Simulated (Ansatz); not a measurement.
Take AlAs in the zinc blende structure (space group F-43m, No. 216; a = 5.7281 Å) as the base.

Level of theory: PBE, PAW, 420 eV (Ansatz, a program for electronic structure; scalar-relativistic without spin-orbit coupling), earlier PAW set.

The change: Ga takes the place of Al on all its sites, then cell and atoms are relaxed.

Measured band gap: AlAs 2.28 eV (static lattice; corrected from measurement; as listed in Wei Chen et al., Physical Review Materials (2018)); GaAs 1.57 eV (static lattice; corrected from measurement; as listed in Wei Chen et al., Physical Review Materials (2018)).

Measured lattice parameter a: AlAs 5.649 Å (static lattice; corrected from measurement; as listed in Daniel Mejia-Rodriguez, S. B. Trickey, Phys. Rev. B (2018)); GaAs 5.64 Å (static lattice; corrected from measurement; as listed in Daniel Mejia-Rodriguez, S. B. Trickey, Phys. Rev. B (2018)).

**Question.** How well does PBE reproduce the measured shift?

**Answer.** With PBE the band gap moves by -1.34 eV (1.50 → 0.16) against -0.71 eV measured; the lattice parameter a moves by +0.018 Å (5.728 → 5.746) against -0.009 Å measured, the wrong sign.

No phonon test of stability was made.
